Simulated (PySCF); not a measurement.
dichloromethane (CH2Cl2), SMILES ClCCl. Atoms are numbered in the order given.

```xyz
5

Cl    -1.4785     0.0000     0.2157
C      0.0000     0.0000    -0.7651
Cl     1.4785     0.0000     0.2157
H      0.0000    -0.9000    -1.3719
H      0.0000     0.9000    -1.3719
```

The structure is a stationary point at r2SCAN-D4/def2-TZVP.

Two levels are set side by side: PBE/pcSseg-2 (PySCF) and KT2/pcSseg-2 (PySCF). GIAO shifts against HCl (³⁵Cl), TMS (¹H), TMS (¹³C) at the same level; non-relativistic, no solvent, atoms listed together averaged. Without spin–orbit terms, shifts of atoms bonded to Cl or Br come out too high at both levels. Differences are taken from unrounded values.

```
quantity                     KT2
-------------------------  -----
δ(³⁵Cl) of Cl1, Cl3 (ppm)  221.6
δ(¹³C) of C2 (ppm)          73.2
δ(¹H) of H4, H5 (ppm)       5.85
```

**Question.** What does PBE give, and how far is it from KT2? (Estimate from the structure and the level; the computed values follow.)

**Answer.** 
| quantity | PBE | PBE minus KT2 |
|---|---|---|
| δ(³⁵Cl) of Cl1, Cl3 (ppm) | 226.8 | 5.2 |
| δ(¹³C) of C2 (ppm) | 74.9 | 1.7 |
| δ(¹H) of H4, H5 (ppm) | 5.78 | -0.07 |

Rough cost on one machine, each run with all the roots and properties that it gave: KT2 against PBE within a factor of 2.
